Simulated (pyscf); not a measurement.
Single points on ωB97X-D3(BJ)/def2-SVP structures (PySCF, gas phase). MP2 and CC: frozen core, UHF for open shells. ΔMP2 is the change of the MP2 total energy from the triple- to the quadruple-zeta basis.

Task: H₂O + O=SiH–OH → HO–SiH(OH)–OH
Surface: singlet. Broken: H–O. Formed: O–Si, H–O. Give ΔE‡ and ΔE from CCSD(T)/def2-TZVPP + ΔMP2(QZVPP), relative to the separated reactants.

Result: ΔE‡ = -15.3 kcal/mol, ΔE = -67.3 kcal/mol. Zero-point energy shifts the barrier by +1.1 kcal/mol. It is an addition across a multiple bond or ene-type step, with an imaginary mode of 746i cm⁻¹. On the reactant side the descent ends in an adduct with a O–Si contact, 21.0 kcal/mol under the separated species and 3.0 kcal/mol under the saddle at ωB97X-D3(BJ)/def2-TZVP. At CCSD(T) the saddle lies under the separated reactants, which points to a path from their complex (located at ωB97X-D3(BJ) alone). What is counted as formed (O–Si) is already present as a longer contact in the reactant adduct; forming that adduct is a step of its own. At ωB97X-D3(BJ) the barrier from the zero used here is -18.0 kcal/mol. This is the saddle that the search found; another between the same sides may lie lower. The CCSD(T) − MP2 part came from Ansatz, without density fitting, on the same reference.
